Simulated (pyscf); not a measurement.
`[O]=[Cr](=[O])([F])[F]` + `[SiH4]` -> `[O]=[CrH](=[O])[F]` + `[F][SiH3]` (four-centre exchange; singlet surface; Cr–F, H–Si broken, Cr–H, F–Si formed). PySCF, gas phase, ωB97X-D3(BJ)/def2-SVP geometries. Energies in eV from the separated reactants.

| level | barrier | reaction energy |
|---|---|---|
| PBE/def2-TZVP | 0.71 | -0.18 |
| r²SCAN/def2-TZVP | 0.67 | -0.22 |
| B3LYP-D3(BJ)/def2-TZVP | 0.70 | -0.46 |
| PBE0-D3(BJ)/def2-TZVP | 0.64 | -0.43 |
| M06-2X/def2-TZVP | 0.68 | -0.82 |
| ωB97M-D3(BJ)/def2-TZVP | 0.70 | -0.65 |

The functionals in the table span 0.07 eV in this barrier, from PBE0-D3(BJ) to PBE. This is the saddle that the search found; another between the same sides may lie lower.
